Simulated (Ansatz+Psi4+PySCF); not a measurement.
Results of a calculation; reference values are marked as such.
Input for Ansatz (development build ahead of 0.2.0):

```yaml
crystal:
  periodic: [false, false, false]
  atoms:
    - { symbol: C, position_ang: [0.02594, 0.01179, 0.59869] }
    - { symbol: C, position_ang: [-0.02122, 0.01818, -0.59716] }
    - { symbol: H, position_ang: [0.01039, 0.00825, -1.7009] }
    - { symbol: H, position_ang: [-0.02678, -0.00837, 1.6846] }
basis:
  gaussian: { orbitals: cc-pVTZ }
total_charge: 1
magnetization:
  initial_magnetization: 1
hamiltonian:
  xc: hf
correlation:
  method: mp2
  frozen_orbitals: { C: 1, H: 0 }
scf:
  omitted_lower_state_checks: [stability, starts, atomic_configurations, cluster_reference, orbital_swaps, given_window_search, neighbouring_geometries, increment]
```

The input is written out in the form of the current development build from the run's settings. Correlation on restricted open-shell orbitals is semicanonical, with singles.

Output:

| Item | Value |
| --- | --- |
| Converged | yes |
| Reference energy | -76.48511 hartree |
| Correlation energy | -0.24671 hartree |
| Total energy | -76.73182 hartree |
| Spin squared of the determinant | 0.750 |

Caution: MP2 on this radical cation hangs on the determinant chosen.
